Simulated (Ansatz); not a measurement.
# AlBO: the cost of one run

Computed with Ansatz 0.2.0, Gaussian basis. Level: def2-QZVPP, core rule «outside noble gas», up to 7 orbitals frozen.

To be run: UHF; ROHF; CCSD(T) on UHF.

2 further runs of the same task are left out: 2 set aside as unsound or not needed.

### 1 The system

The geometry is a PBE0/def2-TZVP stationary point (not a proven minimum) of the parent state, kept for this charge and spin.

3 atoms, charge 1, spin multiplicity 2.

Atoms are counted from 1 here; the program's logs count them from 0.

Bond lengths: Al1–O2 1.757 Å, O2–B3 1.280 Å. Angles: Al1–O2–B3 180.0°.

### 2 UHF

in.yaml

```yaml
crystal:
  periodic: [false, false, false]
  atoms:
    - {symbol: Al, position_ang: [0.000000, 0.000000, 1.597900]}
    - {symbol: O, position_ang: [0.000000, 0.000000, -0.158800]}
    - {symbol: B, position_ang: [0.000000, 0.000000, -1.439100]}
basis:
  gaussian: {orbitals: "def2-QZVPP.json"}
total_charge: 1
magnetization: {spin_polarized: true, initial_magnetization: 1}
hamiltonian: {xc: hf}
output: {orbitals: {seedname: orbitals}}
```

On the command line:

```sh
ansatz run in.yaml --threads 1 --pin off --events-out ev --progress --plain --max-ram 2393MiB
```

**Question.** How long does this run take on 1 thread of Arm Neoverse V2, shared host, and how much memory does it need?

About 13 s, with a peak of 0.39 GiB.
